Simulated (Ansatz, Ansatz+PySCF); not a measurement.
```xyz
7

H    -0.0092    0.0039   -0.0244
O     1.2013    0.0443    0.0345
O    -1.1863   -0.0381    0.0400
H     1.6145    0.8017    0.4754
H    -1.5983   -0.7954    0.4705
H     1.7332   -0.2385   -0.7302
H    -1.7411    0.2430   -0.7186
```

RHF-MP2 on singlet H₅O₂(+) was run in several spherical basis sets with Ansatz (development build ahead of 0.2.0). Frozen core: 2 orbitals.

(1) Rank the basis sets by the total energy that they give, lowest first, with the distance from the lowest.
A. def2-SVP
B. cc-pVDZ
C. def2-TZVP
D. 6-31G(d)
E. STO-3G
F. cc-pVTZ

Answers

(1) F (0.00 eV), C (0.41 eV), B (4.56 eV), D (6.72 eV), A (8.12 eV), E (67.87 eV).

Totals follow the description of the cores as much as that of the bonds, so this order isn't one of quality for chemistry.
